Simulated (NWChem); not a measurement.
System: Li2; SMILES [Li][Li]

Program: NWChem. Structure relaxed at the B3LYP/6-31G* (spherical d) level. Ions are spin-unrestricted doublets at the neutral geometry; other ion states weren't tried.

```json
[
 {"level": "B3LYP/def2-SVP", "vertical ionisation energy, ΔSCF (eV)": "5.31", "−ε(HOMO) (eV)": "3.60", "ΔSCF minus −ε(HOMO) (eV)": "1.71"},
 {"level": "PBE/def2-SVP", "vertical ionisation energy, ΔSCF (eV)": "5.24", "−ε(HOMO) (eV)": "3.18", "ΔSCF minus −ε(HOMO) (eV)": "2.06"},
 {"level": "BHandHLYP/def2-SVP", "vertical ionisation energy, ΔSCF (eV)": "5.16", "−ε(HOMO) (eV)": "4.15", "ΔSCF minus −ε(HOMO) (eV)": "1.01"},
 {"level": "CAM-B3LYP/def2-SVP", "vertical ionisation energy, ΔSCF (eV)": "…", "−ε(HOMO) (eV)": "…", "ΔSCF minus −ε(HOMO) (eV)": "…"},
 {"level": "M06-2X/def2-SVP", "vertical ionisation energy, ΔSCF (eV)": "5.39", "−ε(HOMO) (eV)": "4.22", "ΔSCF minus −ε(HOMO) (eV)": "1.17"}
]
```

**Question.** Some entries are withheld; supply them.

**Answer.** 
- CAM-B3LYP/def2-SVP, vertical ionisation energy, ΔSCF (eV): 5.26
- CAM-B3LYP/def2-SVP, −ε(HOMO) (eV): 4.55
- CAM-B3LYP/def2-SVP, ΔSCF minus −ε(HOMO) (eV): 0.71
